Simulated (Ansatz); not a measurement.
Process, species as SMILES: ClCl (Cl2) → Cl2+ (doublet, bonded as ClCl) + e-
B3LYP-D3(BJ)/def2-TZVP geometries, fixed; electronic energies without zero-point terms.
Largest species:
```xyz
2

Cl     0.0000     0.0000    -1.0068
Cl     0.0000     0.0000     1.0068
```

Energies in hartree at MP2 with Ansatz (a first-principles code); the adiabatic ionisation energy is their sum with the coefficients shown, times 27.2114 eV a hartree. All functions are spherical. Cores are frozen. Open shells are unrestricted. No added dispersion term, no relativity.

```tsv
species	coefficient	part	cc-pV(D+d)Z	cc-pV(T+d)Z	cc-pV(Q+d)Z
ClCl (Cl2)	-1	Hartree-Fock	-918.96450	-919.00055	-919.00825
ClCl (Cl2)	-1	correlation	-0.27681	-0.37965	-0.41874
Cl2+ (doublet, bonded as ClCl)	+1	Hartree-Fock	-918.55661	-918.60131	-918.60997
Cl2+ (doublet, bonded as ClCl)	+1	correlation	-0.27256	-0.36147	-0.39569
```

Problem. Predict the adiabatic ionisation energy in cc-pV(5+d)Z (X = 5): let each Hartree-Fock step shrink by the ratio of the last two, and fit each correlation energy at X = 3 and 4 to E + A/X^3. Compare with the run.

Solution. 
- ClCl (Cl2): steps -0.03605 and -0.00770, ratio 0.214, so Hartree-Fock -919.00990 (run: -919.00968); A = (-0.37965 - (-0.41874))/(1/27 - 1/64) = 1.8256, correlation -0.41874 - A/64 + A/125 = -0.43266 (run: -0.43516).
- Cl2+ (doublet, bonded as ClCl): steps -0.04470 and -0.00866, ratio 0.194, so Hartree-Fock -918.61165 (run: -918.61153); A = (-0.36147 - (-0.39569))/(1/27 - 1/64) = 1.5982, correlation -0.39569 - A/64 + A/125 = -0.40788 (run: -0.41032).
Predicted 11.511 eV; the run in cc-pV(5+d)Z gives 11.510, a miss of 0.001. Keeping the value in cc-pV(Q+d)Z, 11.465, would miss by -0.045. All sums are of the energies as printed.
